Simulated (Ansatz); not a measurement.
Consider the hydrogen abstraction from the S–H bond: `[SiH3]S` + H• → `[SiH3][S]`• + H₂.

Program: Ansatz. Geometries: PBE0-D4/def2-TZVP. ΔE: electronic, gas phase. CBS: MP2 limit from def2 TZ/QZ plus the TZ coupled-cluster correction, frozen cores. This one scheme is used for every species, atoms too. DFT in def2-TZVPP. Open shells (•) are unrestricted, without spin–orbit coupling.

**Question.** Is it downhill or uphill in electronic energy at CCSD(T)/CBS, and by how much? (An estimate is asked.)

**Answer.** The calculation gave: Downhill: ΔE = -63.3 kJ/mol.

**Question.** What do these levels give: BLYP-D4, B97M-V, PBE0-D4, BHLYP-D4, r2SCANh, HF/def2-SVP, SCS-MP2/def2-TZVPP, CCSD(T)/def2-TZVPP, MP2/cc-pV(D+d)Z, CCSD/cc-pV(D+d)Z, MP2/cc-pV(T+d)Z, HF/cc-pV(Q+d)Z? (Estimate.)

**Answer.** Computed: BLYP-D4 -79.2, B97M-V -61.9, PBE0-D4 -55.2, BHLYP-D4 -75.9, r2SCANh -68.3, HF/def2-SVP -62.1, SCS-MP2/def2-TZVPP -58.7, CCSD(T)/def2-TZVPP -65.7, MP2/cc-pV(D+d)Z -43.3, CCSD/cc-pV(D+d)Z -65.6, MP2/cc-pV(T+d)Z -45.7, HF/cc-pV(Q+d)Z -67.5 kJ/mol.

Largest T1 diagnostic among the species: 0.014.

Leaving LDA and LC-ωPBE aside and taking each functional with its dispersion term where it has one, the values, not all of them listed here, spread over 27.1 kJ/mol, from BLYP-D4 to PBE-QIDH. LDA lies +14.4 kJ/mol from PBE without D4. From BLYP to BHLYP (50 % exact exchange), in def2-TZVPP and without D4, ΔE moves by +4.9 kJ/mol.
